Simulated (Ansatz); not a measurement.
# CHAlN+ (triplet): wave-function methods side by side, def2-TZVPP

The task here is to estimate one member of a computed series from the others.

The runs use Ansatz 0.2.0, Gaussian basis; def2-TZVPP, core rule «outside noble gas», up to 7 orbitals frozen.

Plan: UHF; ROHF; CCSD(T) on UHF.

2 further runs of the same task are left out: 2 set aside as unsound or not needed.

### The geometry

The geometry is a PBE0/def2-TZVP stationary point (not a proven minimum) of the parent state, kept for this charge and spin.

4 atoms, charge 1, spin multiplicity 3.

Atoms are counted from 1 here; the program's logs count them from 0.

Bond lengths: Al1–N2 1.833 Å, N2–C3 1.207 Å, C3–H4 1.103 Å. Angles: Al1–N2–C3 173.8°, N2–C3–H4 130.3°.

Geometry (Å):

```xyz
4
charge 1, multiplicity 3
Al    0.0000   -0.1140    2.1755
N     0.0001   -0.1231    0.3423
C     0.0000   -0.2593   -0.8572
H     0.0000    0.4963   -1.6606
```

The first run:

Input file in.yaml:

```yaml
crystal:
  periodic: [false, false, false]
  atoms:
    - {symbol: Al, position_ang: [-0.000006, -0.113958, 2.175529]}
    - {symbol: N, position_ang: [0.000059, -0.123062, 0.342317]}
    - {symbol: C, position_ang: [-0.000023, -0.259290, -0.857208]}
    - {symbol: H, position_ang: [-0.000030, 0.496310, -1.660638]}
basis:
  gaussian: {orbitals: def2-TZVPP}
total_charge: 1
magnetization: {spin_polarized: true, initial_magnetization: 2}
hamiltonian: {xc: hf}
output: {orbitals: {seedname: orbitals}}
```

On the command line:

```console
$ ansatz run in.yaml --threads 1 --pin off --events-out ev --progress --plain --max-ram 4096MiB --backend cpu
```

Steps of the session up to this table: UHF; ROHF; CCSD(T) on UHF.

One of the session's tables, all rows but one given; the rest of the session is left out.

It belongs to the step «Misses and costs». 

```
  method  from UCCSD(T) (kcal/mol)
    ROHF                   +248.94
     UHF                         ?
    UMP2                    +24.08
   UCCSD                    +12.61
UCCSD(T)                         0
```

Estimate the missing values for UHF.

As computed: from UCCSD(T) (kcal/mol): +243.10. In the column «from UCCSD(T) (kcal/mol)» it lies between UMP2 (+24.08) and ROHF (+248.94).
